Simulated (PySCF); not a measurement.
Excitation energies in several basis sets

Species: cyclopropane, C₃H₆.
SMILES: `C1CC1`

TDDFT with PBE0 (PySCF), vertical singlets, core orbitals frozen in the response, spherical d and f functions. Isolated species at its PBE0-D3(BJ)/def2-SVP geometry, gas phase.

| basis | functions | diffuse | S1 (eV) | S2 (eV) | S3 (eV) | S4 (eV) | S5 (eV) | LUMO (eV) | α (au) |
| --- | --- | --- | --- | --- | --- | --- | --- | --- | --- |
| 6-31G* | 54 | no | 9.60 | 9.60 | 9.77 | 9.77 | 11.06 | 3.17 | 29.7 |
| 6-31+G* | 66 | yes | 8.04 | 8.04 | 8.16 | 8.19 | 8.19 | 1.00 | 33.2 |
| def2-SVP | 72 | no | 9.11 | 9.11 | 9.11 | 9.11 | 10.31 | 2.19 | 30.8 |
| def2-SVPD | 108 | yes | 8.18 | 8.18 | 8.80 | 8.88 | 8.91 | 1.07 | 35.7 |
| aug-cc-pVDZ | 123 | yes | 7.42 | 7.42 | 7.77 | 7.77 | 7.92 | 0.15 | 36.7 |
| def2-TZVP | 129 | no | 8.61 | 8.61 | 8.82 | 8.82 | 9.35 | 1.68 | 35.2 |
| def2-TZVPD | 165 | yes | 7.78 | 7.78 | 8.30 | 8.35 | 8.36 | 0.65 | 36.7 |
| aug-cc-pVTZ | 276 | yes | 7.42 | 7.42 | 7.76 | 7.76 | 7.90 | 0.09 | 36.9 |

Question: Compare the sets with the largest diffuse one.

Answer: States are compared by their number. Against the largest diffuse basis here (aug-cc-pVTZ, itself not a converged limit), sets without diffuse functions differ by up to 2.18 eV in S1 and 3.17 eV in S5; the smaller diffuse sets differ by up to 0.77 and 1.01 eV. State by state, the largest deviation of a set without diffuse functions is S1 2.18, S2 2.18, S3 2.00, S4 2.00, S5 3.17 eV. The same number needn't mean the same state in each row. Against aug-cc-pVTZ the polarisability deviates by -19% in 6-31G*, -10% in 6-31+G*, -17% in def2-SVP, -3% in def2-SVPD, 0% in aug-cc-pVDZ, -5% in def2-TZVP, -1% in def2-TZVPD. A single + in a Pople set puts diffuse functions on heavy atoms only.
